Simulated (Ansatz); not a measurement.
# PH4+ (singlet): wave-function methods side by side at distance P1–H3 = 1.132 Å, 6-31G

Aim: climb from Hartree-Fock through coupled cluster and multireference methods for PH4+ (singlet) at one geometry and basis, and see what each rung misses.

Program: Ansatz 0.2.0, Gaussian basis. Level of theory: 6-31G, core rule «outside noble gas», up to 5 orbitals frozen. These are calculated values, not measurements.

Plan: UHF; CCSD(T) on RHF; BCCD(T) on RHF; CISD; CCSDT(Q) on RHF; CISDTQ; CCSDTQ on RHF; CASSCF and MRCISD+Q, 2 electrons in 2 orbitals; CASSCF and NEVPT2, 2 electrons in 2 orbitals; CASSCF and MRCISD+Q, 8 electrons in 8 orbitals; CASSCF and MRCISD+Q(relaxed), 8 electrons in 8 orbitals; CASSCF and NEVPT2, 8 electrons in 8 orbitals; Full CI.

12 further runs of the same task are left out: 10 that didn't finish, 2 set aside as unsound or not needed.

### Step 1. The system

The geometry derives from a PBE0/def2-TZVP stationary point (not a proven minimum). One bond is set to the value named and the two fragments are kept rigid.

5 atoms, charge 1, spin multiplicity 1.

Atoms are counted from 1 here; the program's logs count them from 0.

Bond lengths: P1–H2 1.401 Å, P1–H3 1.132 Å, P1–H4 1.401 Å, P1–H5 1.401 Å. Angles: H2–P1–H3 109.5°, H2–P1–H4 109.5°, H2–P1–H5 109.5°, H3–P1–H4 109.5°, H3–P1–H5 109.5°, H4–P1–H5 109.5°.

### Step 2. UHF

Input file in.yaml:

```yaml
crystal:
  periodic: [false, false, false]
  atoms:
    - {symbol: P, position_ang: [-0.004479, -0.004452, 0.004466]}
    - {symbol: H, position_ang: [0.802694, 0.805831, 0.812967]}
    - {symbol: H, position_ang: [-0.659918, -0.656012, 0.658142]}
    - {symbol: H, position_ang: [-0.810802, 0.802566, -0.808137]}
    - {symbol: H, position_ang: [0.805651, -0.815575, -0.800227]}
basis:
  gaussian: {orbitals: 6-31G}
total_charge: 1
magnetization: {spin_polarized: true, initial_magnetization: 0}
hamiltonian: {xc: hf}
output: {orbitals: {seedname: orbitals}}
```

Launch:

```
$ ansatz run in.yaml --threads 1 --pin off --events-out ev --progress --plain --max-ram 2393MiB
```

The runs that follow: CCSD(T) on RHF; BCCD(T) on RHF; CISD; CCSDT(Q) on RHF; CISDTQ; CCSDTQ on RHF; CASSCF and MRCISD+Q, 2 electrons in 2 orbitals; CASSCF and NEVPT2, 2 electrons in 2 orbitals; CASSCF and MRCISD+Q, 8 electrons in 8 orbitals; CASSCF and MRCISD+Q(relaxed), 8 electrons in 8 orbitals; CASSCF and NEVPT2, 8 electrons in 8 orbitals; Full CI.

**Question.** What will the summary of the whole plan be? Wanted: FCI below the RHF energy; RMP2 from FCI; RCCSD from FCI; RCCSD(T) from FCI; RCCSDT(Q) from FCI; NEVPT2 pair from FCI; MRCISD+Q pair from FCI; NEVPT2 valence from FCI; T1 diagnostic.

The runs gave:

```
                         quantity                                                                                                                                     value
         FCI below the RHF energy                                                                                                                                -2.3799 eV
                    RMP2 from FCI                                                                                                                           +14.68 kcal/mol
                   RCCSD from FCI                                                                                                                            +0.56 kcal/mol
                RCCSD(T) from FCI                                                                                                                            +0.13 kcal/mol
               RCCSDT(Q) from FCI                                                                                                                             0.00 kcal/mol
             NEVPT2 pair from FCI                                                                                                                           +12.11 kcal/mol
           MRCISD+Q pair from FCI                                                                                                                            -0.23 kcal/mol
          NEVPT2 valence from FCI                                                                                                                            +2.99 kcal/mol
levels within 1 kcal/mol (43 meV)  RCCSD, RCCSD(T), BCCD(T), RCCSDT, CISDTQ, RCCSDT(Q), RCCSDTQ, MRCISD+Q pair, MRCISD valence, MRCISD+Q valence, MRCISD+Q(relaxed) valence
                    T1 diagnostic                                                                                                                                     0.004
   effectively unpaired electrons                                                                                                                                      0.02
```

What this shows: RCCSD(T) lands +0.13 kcal/mol from the yardstick (0.2 % of the correlation energy). MRCISD+Q pair falls below full CI: the +Q correction isn't variational, and the cores differ from full CI's. One determinant dominates. Of the multireference levels listed MRCISD+Q(relaxed) valence comes nearest in total energy (+0.04 kcal/mol), which doesn't show that its space is the better one. These misses are within one basis, not against nature.
